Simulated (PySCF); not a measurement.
**How the method changes the constants of NaP⁺**

State: ⁴Σ⁻ (quartet), unpaired electrons σ ↑, π ↑↑. Set-up: basis Na pcseg-2, P pcseg-2; no relativity; PySCF 2.14. De refers to Na⁺ + P in their high-spin ground configurations, without counterpoise correction. The functionals are run spin-unrestricted. A positive dipole points towards P; it is taken about the centre of mass and depends on that origin.

```tsv
Level	Re (Å)	ωe (cm⁻¹)	De (eV)	μ (D)	CPU s a point (SCF and correlation, without the integrals)
UHF	3.116	122	0.172	-7.09	0.17
UHF-MP2	3.025	138	0.213	n/a	0.28
UHF-SCS-MP2	3.038	136	0.203	n/a	n/a
UHF-CCSD	3.013	141	0.218	n/a	n/a
UHF-CCSD(T)	3.005	143	0.224	n/a	4.2
PBE	3.051	131	0.252	-6.58	0.5
r²SCAN	3.052	131	0.214	-6.77	0.63
M06-L	3.074	123	0.172	-7.00	0.58
PBE0	3.041	132	0.228	-6.67	1
r²SCAN0	3.042	132	0.210	-6.77	0.7
M06-2X	2.978	143	0.240	-6.48	0.74
```

(1) Which functional lies closest to UHF-CCSD(T) in De, which farthest, and by how much do they differ from it?

(2) What does a quarter of exact exchange do here, going from PBE to PBE0?

(3) What does the step from GGA to meta-GGA do here, going from PBE to r²SCAN?

Correlated steps freeze 6 core orbitals. The bond is weak. Basis-set superposition, not corrected here, can be much of De in a small basis, most of all at correlated wavefunction levels. For an ion De counts to the pair picked by the measured ionisation energies or electron affinities, which need not be the lowest pair at this level. The state is the lowest determinant that a PBE0 search found; another state may lie lower at other levels.

The whole job (state search and all levels along the bond) took about 2 min on 1 thread of Oxide Virtual Turin-like (shared host), peak memory 0.7 GiB.

## Answers

(1) Closest is PBE0 (+3.6 pm in Re, -7.7 % in ωe, +0.00 eV in De against UHF-CCSD(T) in the same basis), farthest M06-L (+6.9 pm in Re, -14.0 % in ωe, -0.05 eV in De). CCSD(T) converges more slowly with the basis than the functionals do and binds too weakly in this one, so the order can change at the basis-set limit.

(2) PBE0 less PBE: -1.0 pm in Re, +0.8 % in ωe, -0.02 eV in De. Exact exchange removes part of the self-interaction that spreads semilocal densities, and in most molecules shortens and stiffens the bond and lowers De; so it does here.

(3) r²SCAN less PBE: +0.1 pm in Re, +0.0 % in ωe, -0.04 eV in De.
